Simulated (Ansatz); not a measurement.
# Hf4: the cost of one run

Method: the settings change from run to run; program: Ansatz 0.2.0, Gaussian basis.

## (1) The geometry

An earlier r2SCAN-D4/def2-SVPD relaxation fixed the geometry. Hf takes a core potential in def2 sets; no spin-orbit term is included.

4 atoms, charge -1, spin multiplicity 2.

Atoms are counted from 1 here; the program's logs count them from 0.

Bond lengths: Hf1–Hf2 2.783 Å, Hf1–Hf3 2.783 Å, Hf1–Hf4 2.829 Å, Hf2–Hf3 2.880 Å, Hf2–Hf4 2.783 Å, Hf3–Hf4 2.783 Å. Angles: Hf2–Hf1–Hf3 62.3°, Hf2–Hf1–Hf4 59.4°, Hf3–Hf1–Hf4 59.4°, Hf1–Hf2–Hf3 58.8°, Hf1–Hf2–Hf4 61.1°, Hf3–Hf2–Hf4 58.8°, Hf1–Hf3–Hf2 58.8°, Hf1–Hf3–Hf4 61.1°, Hf2–Hf3–Hf4 58.8°, Hf1–Hf4–Hf2 59.5°, Hf1–Hf4–Hf3 59.4°, Hf2–Hf4–Hf3 62.3°.

## (2) PBE0/def2-mTZVP

This run has restricted open-shell orbitals, atoms shaken by 0.15 Å, D3(BJ) with three-body dispersion, the search for lower states set to full.

The input, in.yaml:

```yaml
crystal:
  periodic: [false, false, false]
  atoms:
    - {symbol: Hf, position_ang: [1.219449, -0.682031, -1.090611]}
    - {symbol: Hf, position_ang: [0.531702, -0.396944, 1.808676]}
    - {symbol: Hf, position_ang: [0.176704, 1.679908, -0.305914]}
    - {symbol: Hf, position_ang: [-1.280974, -0.829086, -0.277153]}
basis:
  gaussian: {orbitals: def2-mTZVP}
total_charge: -1
magnetization: {spin_polarized: false, initial_magnetization: 1}
hamiltonian: {xc: {name: PBE0}, dispersion: d3bjatm}
scf: {lower_state_search: full}
```

Command:

```console
$ ansatz run in.yaml --threads 4 --pin off --events-out ev --progress --plain --max-ram 3916MiB
```

What time and memory should one allow on 4 threads of Arm Neoverse V2, shared host?

About 99 s, with a peak of 0.78 GiB.
